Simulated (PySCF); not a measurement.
Compound: methylenecyclopentane, C₆H₁₀.
Atom-mapped SMILES: `[CH2:1]=[C:2]1[CH2:3][CH2:4][CH2:5][CH2:6]1`

Probes without a nucleus sit at each ring's centroid and 1 Å off its mean plane on both sides; NICS is minus the shielding there, NICSzz its component along the normal. Level: GIAO PBE0/pcSseg-1 (PySCF, non-relativistic, gas phase) on the GFN2-xTB geometry, one conformer.

Ring bond lengths (Å), with Mayer bond orders in brackets: C2–C3 1.506 (1.00), C3–C4 1.529 (1.02), C4–C5 1.528 (1.03), C5–C6 1.529 (1.02), C6–C2 1.506 (1.00).

**Question.** What do the NICS probes read (ppm)?

**Answer.** 
| ring | type | NICS(0) | NICS(1), two faces | NICS(1)zz, two faces | rms pucker (Å) | centre to ring atoms, mean (Å) |
| --- | --- | --- | --- | --- | --- | --- |
| C2–C3–C4–C5–C6 | 5-membered carbocycle; formal bonds all single | -3.0 | -3.5 / -3.5 | -3.7 / -3.7 | 0.17 | 1.27 |

**Question.** What do they say, and how far can they be read as aromaticity?

**Answer.** 
- C2–C3–C4–C5–C6: mean NICS(1)zz -3.7 ppm, shielded. C3, C4, C5, C6 have four or more neighbours, and the NICS criterion for π rings isn't applied.

**Question.** What field does 9.4 T along the ring normal induce along that normal at the second NICS(1) probe listed for ring C2–C3–C4–C5–C6, 1 Å off the ring?

**Answer.** NICSzz × B0 = -3.7 ppm × 9.4 T = -35 μT, against the applied field.

**Question.** What are the shieldings of the ring atoms and their hydrogens in the same run (means over atoms taken as equivalent)?

**Answer.** 
```tsv
atoms	environment	σ isotropic (ppm)	principal values of the symmetric part, first atom (ppm)
C2	fully substituted alkene carbon	25.7	-88.1, 36.6, 128.6
C3 (×2)	allylic carbon	150.2	127.1, 154.9, 168.7
C4 (×2)	ring CH2 carbon	156.2	132.9, 164.8, 171.0
H on C3 (×4)	methylene hydrogen	29.26	24.8, 28.0, 34.8
H on C4 (×4)	methylene hydrogen	30.03	25.6, 28.3, 36.6
```
